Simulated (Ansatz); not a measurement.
Input file:

```yaml
crystal:
  periodic: [false, false, false]
  atoms:
    - {symbol: Si, position_ang: [-1.027621, 0.000000, 0.000000]}
    - {symbol: H, position_ang: [-1.522493, 1.399708, 0.000000]}
    - {symbol: H, position_ang: [-1.522492, -0.699854, 1.212183]}
    - {symbol: H, position_ang: [-1.522493, -0.699854, -1.212182]}
    - {symbol: H, position_ang: [1.153379, 0.000000, 0.000000]}
    - {symbol: C, position_ang: [2.243379, 0.000000, -0.000001]}
    - {symbol: H, position_ang: [2.657847, 0.000000, 0.996160]}
    - {symbol: H, position_ang: [2.657847, 0.000000, -0.996162]}
basis:
  gaussian: {orbitals: cc-pVDZ}
magnetization: {spin_polarized: false, initial_magnetization: 2}
correlation: {method: fic_mrcisd_q, electrons: outside_noble_gas, active_space: {window: {electrons: 10, orbitals: 10}}}
```

```sh
$ ansatz run in.yaml --threads 2 --pin off --events-out ev --progress --plain --max-ram 16896MiB --backend cuda --devices 0, --max-vram 18GiB
```

The program prints:

```
570 factors; integrals over basis functions are off by at most 1.4e-3 eV
mean field evaluation 1: about -8982.8926 eV, gradient 1.5e1 eV
mean field evaluation 2: about -8982.9324 eV, gradient 1.5e1 eV
mean field evaluation 4: about -8984.0930 eV, gradient 1.7e0 eV
mean field evaluation 8: about -8984.1092 eV, gradient 7.2e-4 eV
mean field -8984.10921302 eV, -330.1599239306 hartree, gradient 6.7e-6 eV, S^2 2.000000; 0 other end points of the search recorded, 0 dependent functions left out
reference -8984.10921302 eV, -330.1599239306 hartree; 14, 12 occupied and 48, 50 virtual orbitals, 570 factors
state -8986.11042273 eV, -330.2334670308 hartree
contracted CI cycle   1: correlation 0.00000000 eV, 0.0000000000 hartree, residual 1.94e1 eV
contracted CI cycle   2: correlation -5.16884796 eV, -0.1899516588 hartree, residual 3.52e0 eV
contracted CI cycle   3: correlation -5.34069176 eV, -0.1962668020 hartree, residual 7.71e-1 eV
contracted CI cycle   4: correlation -5.34969821 eV, -0.1965977829 hartree, residual 1.98e-1 eV
contracted CI cycle   5: correlation -5.35027095 eV, -0.1966188309 hartree, residual 5.42e-2 eV
contracted CI cycle   6: correlation -5.35031401 eV, -0.1966204134 hartree, residual 1.54e-2 eV
contracted CI cycle   7: correlation -5.35031767 eV, -0.1966205476 hartree, residual 4.94e-3 eV
contracted CI cycle   8: correlation -5.35031803 eV, -0.1966205611 hartree, residual 1.68e-3 eV
state -8986.11042273 eV, -330.2334670308 hartree; corrected -8991.94902534 eV, -330.4480317192 hartree
state -8986.10962265 eV, -330.2334376287 hartree
contracted CI cycle   1: correlation 0.00000000 eV, 0.0000000000 hartree, residual 1.94e1 eV
contracted CI cycle   2: correlation -5.16949726 eV, -0.1899755204 hartree, residual 3.52e0 eV
contracted CI cycle   3: correlation -5.34132960 eV, -0.1962902425 hartree, residual 7.71e-1 eV
contracted CI cycle   4: correlation -5.35032896 eV, -0.1966209627 hartree, residual 1.98e-1 eV
contracted CI cycle   5: correlation -5.35090264 eV, -0.1966420451 hartree, residual 5.43e-2 eV
contracted CI cycle   6: correlation -5.35094589 eV, -0.1966436346 hartree, residual 1.54e-2 eV
contracted CI cycle   7: correlation -5.35094959 eV, -0.1966437703 hartree, residual 4.99e-3 eV
contracted CI cycle   8: correlation -5.35094996 eV, -0.1966437840 hartree, residual 1.69e-3 eV
state -8986.10962265 eV, -330.2334376287 hartree; corrected -8991.94914504 eV, -330.4480361181 hartree
state -8986.10962265 eV, -330.2334376287 hartree; corrected -8991.94914504 eV, -330.4480361181 hartree
WARN: the results are in doubt because another end's mean lies 0.001 eV lower, and its corrected mean 0.000 eV higher
Total energy: -8991.94914504 eV, -330.4480361181 hartree
In doubt: another end's mean lies 0.001 eV lower, and its corrected mean 0.000 eV higher
```

Ran on 2 threads of AMD EPYC 7R13 with a shared H100 80 GB, shared host: 16 s wall, 0.92 GiB peak host memory.
